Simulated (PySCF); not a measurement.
Compound: 1,1,1,2-tetrafluoroethane, C2H2F4.
Numbering: `[F:1][CH2:2][C:3]([F:4])([F:5])[F:6]` (hydrogens: H7, H8 on C2)

The same species was optimised twice, with GFN2-xTB and with PBE0-D3(BJ)/def2-SVP (PySCF), and the same property calculations (PySCF, gas phase) were run on both structures.

```tsv
coordinate	GFN2-xTB	PBE0-D3(BJ)/def2-SVP	change
C2–C3 (Å)	1.531	1.514	-0.017
C3–F6 (Å)	1.342	1.336	-0.006
C3–F4 (Å)	1.333	1.330	-0.003
C3–F5 (Å)	1.333	1.331	-0.002
F1–C2 (Å)	1.358	1.357	-0.001
F4–C3–F6 (°)	107.1	108.2	+1.1
C2–C3–F4 (°)	112.7	111.6	-1.1
F5–C3–F6 (°)	107.1	108.2	+1.1
C2–C3–F5 (°)	112.7	111.7	-1.0
F4–C3–F5 (°)	107.5	108.0	+0.5
C2–C3–F6 (°)	109.5	109.0	-0.5
F1–C2–C3 (°)	110.1	110.0	-0.1
F1–C2–C3–F4 (°)	-61	-61	0
```

Rotational constants: A = 5388, B = 2762, C = 2723 MHz (GFN2-xTB) against A = 5387, B = 2815, C = 2776 MHz (PBE0-D3(BJ)/def2-SVP). Point groups within 0.08 Å: Cs and Cs. Atoms that the bonding makes alike are paired by their places after alignment.

On the GFN2-xTB structure: HOMO (eV) -10.48 [PBE0/pcSseg-1]; LUMO (eV) 1.39 [PBE0/pcSseg-1]; dipole (D) 2.05 [PBE0/pcSseg-1]; GIAO shielding of F1 (ppm) 440.6 [PBE0/pcSseg-1]; GIAO shielding of C2 (ppm) 103.0 [PBE0/pcSseg-1]; GIAO shielding of C3 (ppm) 55.5 [PBE0/pcSseg-1]; GIAO shielding of F4/F5/F6 (mean) (ppm) 264.1 [PBE0/pcSseg-1].

Q: What do these properties become on the PBE0-D3(BJ)/def2-SVP structure?

A: 
```
                                    property          level  on GFN2-xTB  on PBE0-D3(BJ)/def2-SVP  change
                                   HOMO (eV)  PBE0/pcSseg-1       -10.48                   -10.46   +0.02
                                   LUMO (eV)  PBE0/pcSseg-1         1.39                     1.49   +0.10
                                  dipole (D)  PBE0/pcSseg-1         2.05                     2.00   -0.05
energy, GFN2-xTB geometry as zero (kcal/mol)  PBE0/pcSseg-1          0.0                     -0.3    -0.3
                  GIAO shielding of F1 (ppm)  PBE0/pcSseg-1        440.6                    439.9    -0.7
                  GIAO shielding of C2 (ppm)  PBE0/pcSseg-1        103.0                    103.7    +0.7
                  GIAO shielding of C3 (ppm)  PBE0/pcSseg-1         55.5                     56.9    +1.4
     GIAO shielding of F4/F5/F6 (mean) (ppm)  PBE0/pcSseg-1        264.1                    268.8    +4.7
```

The heavy atoms differ by 0.019 Å rms after alignment (one structure mirrored). Among bonds between heavy atoms C2–C3 changes most (-0.017 Å). Changes are differences of the printed values. Neither structure is proved a minimum here.

The values belong to the conformer `[F:1][CH2:2][C:3]([F:4])([F:5])[F:6]`: F1–C2–C3–F4 -61°.
